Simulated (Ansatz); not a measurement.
# HMgNa: the cost of one run

The runs use Ansatz 0.2.0, Gaussian basis; def2-QZVPP, core rule «outside noble gas», up to 10 orbitals frozen.

To be run: UHF; ROHF; CCSD(T) on UHF.

2 further runs of the same task are left out: 2 set aside as unsound or not needed.

## 1. The system

The geometry is a PBE0/def2-TZVP stationary point (not a proven minimum) of the parent state, kept for this charge and spin.

3 atoms, charge 0, spin multiplicity 3.

Atoms are counted from 1 here; the program's logs count them from 0.

Bond lengths: Na1–Mg2 3.016 Å, Mg2–H3 1.747 Å. Angles: Na1–Mg2–H3 180.0°.

## 2. UHF

Input file in.yaml:

```yaml
crystal:
  periodic: [false, false, false]
  atoms:
    - {symbol: Na, position_ang: [0.000000, 0.000000, 2.593200]}
    - {symbol: Mg, position_ang: [0.000000, 0.000000, -0.422900]}
    - {symbol: H, position_ang: [0.000000, 0.000000, -2.170300]}
basis:
  gaussian: {orbitals: "def2-QZVPP.json"}
magnetization: {spin_polarized: true, initial_magnetization: 2}
hamiltonian: {xc: hf}
output: {orbitals: {seedname: orbitals}}
```

Command:

```sh
> ansatz run in.yaml --threads 1 --pin off --events-out ev --progress --plain --max-ram 2393MiB
```

What time and memory should one allow on 1 thread of Arm Neoverse V2, shared host?

About 10 s, with a peak of 0.31 GiB.
